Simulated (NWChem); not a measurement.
# What each level costs for nitrogen (N2)

```xyz
2

N      0.0000     0.0000     0.5502
N      0.0000     0.0000    -0.5502
```
Charge 0, spin multiplicity 1.

Program: NWChem. The geometry was optimised at B3LYP/def2-SVP, a minimum by its harmonic frequencies.

Basis set: def2-QZVP (114 functions). Each entry is one whole single-point run; the coupled-cluster runs use the TCE module, and the SCF and DFT modules converge to different thresholds.

The correlated methods keep 2 core orbitals frozen. B3LYP has NWChem's definition, with VWN1-RPA local correlation.

### Question
Roughly how much processor time does each of these take, relative to RHF: MP2, B2PLYP, PBE, B3LYP, M06-2X, CR-CCSD(T)?

### Answer
PBE about the same, within a factor of 3; B3LYP about the same, within a factor of 3; M06-2X about the same, within a factor of 3; MP2 about 4; B2PLYP about 4; CR-CCSD(T) about 30 (rough ratios from shared machines).
